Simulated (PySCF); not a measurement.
Geometries of 2 isomers of C5H7F, from PBE0-D3(BJ)/def2-SVP geometry optimisation, gas phase in PySCF. One conformer each, no zero-point energy, no frequencies.

Question: Which isomer lies lower at this level?
A.
```xyz
13
angstrom
F     -1.088    0.823   -1.581
C     -1.246    0.434   -0.285
C     -0.654   -0.831    0.204
C      0.671   -1.087   -0.505
C      1.196    0.287   -0.019
C     -0.132    0.546    0.682
H     -2.243    0.683    0.090
H     -1.243   -1.580    0.740
H      0.597   -1.229   -1.594
H      1.229   -1.929   -0.073
H      2.031    0.188    0.688
H      1.471    1.017   -0.795
H     -0.256    1.044    1.648
```
B.
```xyz
13
angstrom
C      1.857    0.399   -0.694
C      1.044   -0.521   -0.156
C     -0.359   -0.326    0.209
C     -1.089   -1.323    0.730
C     -0.962    1.030   -0.015
F     -2.271    1.077    0.378
H      1.532    1.418   -0.920
H      2.896    0.158   -0.932
H      1.439   -1.523    0.043
H     -2.136   -1.170    0.998
H     -0.651   -2.311    0.895
H     -0.904    1.299   -1.085
H     -0.396    1.792    0.551
```

Answer: B. That is `C=CC(=C)CF`, 3.7 kcal/mol below the other.

| SMILES | atoms numbered as above | E (Eh) | relative (kcal/mol) | relative (kJ/mol) | dipole (D) |
| --- | --- | --- | --- | --- | --- |
| C=CC(=C)CF | [CH2:1]=[CH:2][C:3](=[CH2:4])[CH2:5][F:6] | -293.99310 | 0.0 | 0.0 | 1.49 |
| F[C@H]1[C@H]2CC[C@@H]12 | [F:1][C@H:2]1[C@H:3]2[CH2:4][CH2:5][C@@H:6]12 | -293.98721 | 3.7 | 15.5 | 1.71 |

As drawn, the lower has a C=C bond outside aromatic rings, which the higher lacks; the higher has a three-membered ring and a four-membered ring, which the lower lacks.
